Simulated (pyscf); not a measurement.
Thermochemistry of product channels of H₂Se + methyl (CH₃•) on the doublet surface, in kcal/mol, from ωB97M-D3(BJ)/def2-TZVP energies (ideal gas, 1 atm, RRHO with modes under 100 cm⁻¹ raised to 100, one conformer, R ln 2 for rigid chiral ones). Single points on ωB97X-D3(BJ)/def2-SVP structures (PySCF, gas phase).

```tsv
products	ΔE	ΔH(298 K)	ΔG(600 K)	ΔG(900 K)
H₃C–SeH + H atom (H•)	+14.4	+14.8	+19.4	+21.4
•H₂C–SeH + hydrogen (H₂)	+10.6	+8.9	+9.0	+8.3
SeH• + methane (CH₄)	-28.8	-24.9	-21.3	-19.1
H₃C–Se• + hydrogen (H₂)	-12.4	-11.4	-7.1	-5.2
```

These are energies of the channels, which say nothing of barriers. Left out: orbital degeneracy and the spin-orbit lowering of SeH, which is large for Br, Se, Te and I. Elements up to Kr have no core potential and no relativistic terms here.
